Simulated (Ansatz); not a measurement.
# C2H5Si: the cost of one run

The runs use Ansatz 0.2.0, Gaussian basis; BLYP-D4/def2-SVP.

## Step 1: Where the work starts

SMILES `C=[SiH][CH2+]`, 8 atoms, charge 1, spin multiplicity 1.

Atoms are counted from 1 here; the program's logs count them from 0.

Bond lengths: C1–Si2 1.815 Å, C1–H4 1.084 Å, C1–H5 1.083 Å, Si2–C3 1.815 Å, Si2–H6 1.446 Å, C3–H7 1.083 Å, C3–H8 1.084 Å. Angles: Si2–C1–H4 122.1°, Si2–C1–H5 123.9°, H4–C1–H5 114.0°, C1–Si2–C3 107.5°, C1–Si2–H6 126.1°, C3–Si2–H6 126.4°, Si2–C3–H7 124.1°, Si2–C3–H8 122.0°, H7–C3–H8 114.0°.

Coordinates:

```
C    -1.03741    0.78237   -0.72419
Si    0.41281    0.59326    0.35038
C     0.75857   -1.18323    0.49208
H    -1.54475   -0.06953   -1.16247
H    -1.47103    1.73818   -0.99053
H     1.15661    1.66479    0.97334
H     1.57213   -1.59803    1.07353
H     0.15307   -1.92781   -0.01214
```

## Step 2: Dynamics

md/in.yaml

```yaml
crystal:
  periodic: [false, false, false]
  atoms:
    - {symbol: C, position_ang: [-1.037410, 0.782370, -0.724190]}
    - {symbol: Si, position_ang: [0.412810, 0.593260, 0.350380]}
    - {symbol: C, position_ang: [0.758570, -1.183230, 0.492080]}
    - {symbol: H, position_ang: [-1.544750, -0.069530, -1.162470]}
    - {symbol: H, position_ang: [-1.471030, 1.738180, -0.990530]}
    - {symbol: H, position_ang: [1.156610, 1.664790, 0.973340]}
    - {symbol: H, position_ang: [1.572130, -1.598030, 1.073530]}
    - {symbol: H, position_ang: [0.153070, -1.927810, -0.012140]}
basis:
  gaussian: {orbitals: def2-SVP}
total_charge: 1
hamiltonian: {xc: {name: BLYP}, dispersion: d4}
md: {n_steps: 40, timestep: 0.5, temperature: 100, ensemble: nvt_nose_hoover, seed: 76, initial_velocities: maxwell_boltzmann}
```

The run is started by

```sh
> ansatz run in.yaml --threads 2 --pin off --events-out ev --progress --plain --max-ram 3481MiB
```

Q: Estimate wall time and peak memory on 2 threads of Intel Xeon Platinum 8259CL at 2.50GHz, shared host.

About 39 s, with a peak of 0.14 GiB.
